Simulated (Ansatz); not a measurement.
**Worked example: correlation energy of H2Ge–As⁺, triplet**

Geometry: that of the H2Ge–As, quartet, kept fixed.

| atom | x (Å) | y (Å) | z (Å) |
| --- | --- | --- | --- |
| Ge | 0.0424 | 0.0000 | 1.2324 |
| As | -0.0215 | 0.0000 | -1.2425 |
| H | -0.7284 | 1.2396 | 1.7713 |
| H | -0.7284 | -1.2396 | 1.7713 |

Basis cc-pVDZ; Ansatz 0.2.0. Only valence electrons are correlated (noble-gas cores and the filled d shells of p-block atoms frozen), which leaves 10 electrons in 36 orbitals. Prefix R: restricted or restricted open-shell reference. No spin–orbit coupling is included, and no scalar relativity.

Full CI isn't at hand for all of this; RCCSDTQ serves as the reference, and is uncertain by about the last step of the cluster series.

Runs differ by some tens of microhartree through their thresholds and, for an open shell, their frozen cores, so steps under 0.03 kcal/mol mean nothing.

```tsv
level	total energy (hartree)
RHF	-4310.346908
RMP2	-4310.495083
RCCSD	-4310.532434
RCCSD(T)	-4310.538865
RCCSDT	-4310.540513
RCCSDT(Q)	-4310.540924
RCCSDTQ	-4310.540973
```

Q: What is the correlation energy at RCCSDTQ, and what share of it do RMP2 and RCCSD(T) recover?

A: E(corr) = -4310.540973 − (-4310.346908) = -0.194065 hartree = -5.281 eV. RMP2: -0.148175 / -0.194065 = 76.35 %. RCCSD(T): -0.191957 / -0.194065 = 98.91 %.

Q: By how many kcal/mol does RCCSD(T) miss RCCSDTQ (1 hartree = 627.509 kcal/mol), and which steps make up the rest?

A: -4310.538865 − (-4310.540973) = 0.002108 hartree = 1.32 kcal/mol. Steps: RCCSDT − RCCSD(T) = -1.03, RCCSDT(Q) − RCCSDT = -0.26, RCCSDTQ − RCCSDT(Q) = -0.03 kcal/mol. Differences between like states or geometries often cancel part of this.
